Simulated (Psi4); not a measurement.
**Si2H4O (SMILES [SiH]O[SiH3]) at BLYP/6-311+G(d,p)**

Aim: the vertical ionisation energy of Si2H4O at BLYP/6-311+G**, from 2 runs. Input form: a Python script.

The results are computed with Psi4 1.11.

1 further run of the same task is left out (set aside as unsound or not needed).

## 1. The system as given

The species is Si2H4O (7 atoms), meant as a singlet with charge 0. As SMILES, `[SiH]O[SiH3]`. The shape is that of a PBE0-D4/def2-TZVP optimisation. This is one conformer, not always the lowest.

Bond lengths: Si1–O2 1.645 Å, O2–Si3 1.652 Å, Si1–H4 1.549 Å, Si3–H5 1.486 Å, Si3–H6 1.483 Å, Si3–H7 1.483 Å. Angles: Si1–O2–Si3 142.3°, O2–Si1–H4 97.6°, O2–Si3–H5 109.8°, O2–Si3–H6 108.5°, O2–Si3–H7 108.5°, H5–Si3–H6 110.1°, H5–Si3–H7 110.1°, H6–Si3–H7 109.7°.

## 2. The energy at BLYP/6-311+G(d,p)

File job.py:

```python
import psi4

psi4.set_memory(1600000000)
psi4.set_num_threads(1)
psi4.core.set_output_file('h4osi2.out', False)

geom = psi4.geometry("""
0 1
Si    -1.691900    -1.472900    -0.230200
O     -0.369000    -0.805400     0.485100
Si     0.731600     0.414800     0.316400
H     -1.779300    -0.509900    -1.440500
H      0.446600     1.182300    -0.923400
H      0.635100     1.303800     1.499700
H      2.088200    -0.180800     0.247100
symmetry c1
""")

psi4.set_options({
    'basis': '6-311+G**',
    'puream': True,
    'e_convergence': 1e-09,
    'd_convergence': 1e-08,
    'scf_type': 'pk',
    'dft_radial_points': 99,
    'dft_spherical_points': 590,
})

E, wfn = psi4.energy("BLYP", molecule=geom, return_wfn=True)
print(f'total energy {E:.8f} hartree = {E * 27.211386:.5f} eV')
```

The run is started by

```console
$ python job.py
```

h4osi2.out, cut to the lines that bear on the results:

```text
[...]
  Running in c1 symmetry.
[...]
  Nuclear repulsion =  140.853091692356998
[...]
  Multiplicity = 1
[...]
  Nalpha       = 20
  Nbeta        = 20
[...]
    Number of basis functions: 106
[...]
   @RKS iter   1:  -656.29273234489733   -1.66596e-01   9.47510e-03 DIIS/ADIIS
[...]
   @RKS iter  13:  -656.64944812124247   -1.93268e-12   1.10000e-09 DIIS
[...]
    Orbital Energies [Eh]
    ---------------------
    Doubly Occupied:
       1A    -65.475133     2A    -65.473508     3A    -18.785247
       4A     -5.076491     5A     -5.073251     6A     -3.496282
       7A     -3.496037     8A     -3.492697     9A     -3.492648
      10A     -3.491113    11A     -3.485587    12A     -0.918496
      13A     -0.533386    14A     -0.440393    15A     -0.375607
      16A     -0.361976    17A     -0.337106    18A     -0.292754
      19A     -0.287252    20A     -0.198114
[...]
  @RKS Final Energy:  -656.64944812124247
   => Energetics <=
    Nuclear Repulsion Energy =            140.8530916923569976
    One-Electron Energy =               -1188.7316594268249901
    Two-Electron Energy =                 443.1698900861024413
    DFT Exchange-Correlation Energy =     -51.9407704728768067
    Empirical Dispersion Energy =           0.0000000000000000
    VV10 Nonlocal Energy =                  0.0000000000000000
    Total Energy =                       -656.6494481212424716
[...]
 Multipole Moments:
 ------------------------------------------------------------------------------------
     Multipole            Electronic (a.u.)      Nuclear  (a.u.)        Total (a.u.)
 ------------------------------------------------------------------------------------
 L = 1.  Multiply by 2.5417464519 to convert [e a0] to [Debye]
 Dipole X            :         -2.6496963            2.8489841            0.1992878
 Dipole Y            :         -3.3897721            3.6895726            0.2998005
 Dipole Z            :          0.9301781           -1.0516528           -0.1214747
 Magnitude           :                                                    0.3799369
[...]
```

Standard output:

```text
total energy -656.64944812 hartree = -17868.34160 eV
```

Wall time 13 s (1 thread of Intel Xeon 6975P-C (Granite Rapids), shared host); peak memory 0.62 GiB.

## 3. The doublet cation: energy and gradient at UBLYP/6-311+G(d,p)

File calc.py:

```python
import psi4

psi4.set_memory(1600000000)
psi4.set_num_threads(1)
psi4.core.set_output_file('output.dat', False)

mol = psi4.geometry("""
1 2
Si    -3.19722763    -2.78337761    -0.43501495
O     -0.69730894    -1.52198542     0.91670614
Si     1.38252363     0.78385840     0.59790935
H     -3.36238969    -0.96357135    -2.72215048
H      0.84395169     2.23422320    -1.74497310
H      1.20016506     2.46382492     2.83402227
H      3.94612609    -0.34166248     0.46695133
units bohr
symmetry c1
no_reorient
no_com
""")

psi4.set_options({
    'reference': 'uks',
    'puream': True,
    'e_convergence': 1e-09,
    'd_convergence': 1e-08,
    'scf_type': 'pk',
    'dft_radial_points': 99,
    'dft_spherical_points': 590,
    'maxiter': 200,
})

energy_value, wavefunction = psi4.gradient("blyp/6-311+G**", return_wfn=True)
print('gradient / Eh bohr^-1')
print(energy_value.np.round(6))
print(f'energy = {wavefunction.energy():.10f} Eh')
```

The run is started by

```console
$ python calc.py
```

output.dat, cut to the lines that bear on the results:

```text
[...]
  Running in c1 symmetry.
[...]
  Nuclear repulsion =  140.853091802166688
[...]
  Multiplicity = 2
[...]
  Nalpha       = 20
  Nbeta        = 19
[...]
    Number of basis functions: 106
[...]
   @UKS iter   1:  -655.99433903260683    1.31798e-01   9.11103e-03 DIIS/ADIIS
[...]
   @UKS iter  14:  -656.33047435008109   -1.93268e-12   4.86069e-09 DIIS
[...]
   @S^2 Observed:                7.555038992E-01
[...]
  @UKS Final Energy:  -656.33047435008109
   => Energetics <=
    Nuclear Repulsion Energy =            140.8530918021666878
    One-Electron Energy =               -1179.5562855977734671
    Two-Electron Energy =                 434.0299547084950404
    DFT Exchange-Correlation Energy =     -51.6572352629695288
    Empirical Dispersion Energy =           0.0000000000000000
    VV10 Nonlocal Energy =                  0.0000000000000000
    Total Energy =                       -656.3304743500810901
[...]
 Multipole Moments:
 ------------------------------------------------------------------------------------
     Multipole            Electronic (a.u.)      Nuclear  (a.u.)        Total (a.u.)
 ------------------------------------------------------------------------------------
 L = 1.  Multiply by 2.5417464519 to convert [e a0] to [Debye]
 Dipole X            :         26.0438757          -28.3564744           -2.3125987
 Dipole Y            :         34.9344392          -36.7763380           -1.8418988
 Dipole Z            :         -8.9724826            8.4480207           -0.5244619
 Magnitude           :                                                    3.0026262
[...]
  -Total Gradient:
     Atom            X                  Y                   Z
    ------   -----------------  -----------------  -----------------
       1       -0.029511010580    -0.018070522555    -0.012202326303
       2        0.061171804586     0.049959433193     0.010960403955
       3       -0.052790372982    -0.048015032980    -0.003816047285
       4        0.009661830055     0.005994846491     0.003930623745
       5        0.005091755508     0.003451222696     0.001780333749
       6        0.004124916208     0.002396849820    -0.001168191553
       7        0.002233159878     0.004284366865     0.000494097758
[...]
```

On the terminal:

```text
gradient / Eh bohr^-1
[[-0.029511 -0.018071 -0.012202]
 [ 0.061172  0.049959  0.01096 ]
 [-0.05279  -0.048015 -0.003816]
 [ 0.009662  0.005995  0.003931]
 [ 0.005092  0.003451  0.00178 ]
 [ 0.004125  0.002397 -0.001168]
 [ 0.002233  0.004284  0.000494]]
energy = -656.3304743501 Eh
```

Run time: 24 s. Hardware: 1 thread of Intel Xeon 6975P-C (Granite Rapids), shared host; peak memory 0.63 GiB.

## 4. What came out

At BLYP/6-311+G**:

| quantity | value |
| --- | --- |
| singlet Si2H4O: total energy | -656.64945 Eh |
| singlet Si2H4O: dipole moment | 0.97 D |
| singlet Si2H4O: HOMO energy | -5.39 eV |
| singlet Si2H4O: LUMO energy | -3.00 eV |
| singlet Si2H4O: HOMO–LUMO gap | 2.39 eV |
| doublet cation: total energy | -656.33047 Eh |
| doublet cation: HOMO energy (highest over α and β) | -12.56 eV |
| doublet cation: LUMO energy (lowest over α and β) | -11.94 eV |
| doublet cation: ⟨S²⟩ | 0.756 |
| doublet cation: largest force on an atom | 4.100 eV/Å |
| vertical ionisation energy (to the doublet cation) | 8.680 eV |

**Reading.** The vertical ionisation energy comes to 8.68 eV (837 kJ/mol). −ε(HOMO) before ionisation, 5.39 eV, is 3.29 eV below this ionisation energy.
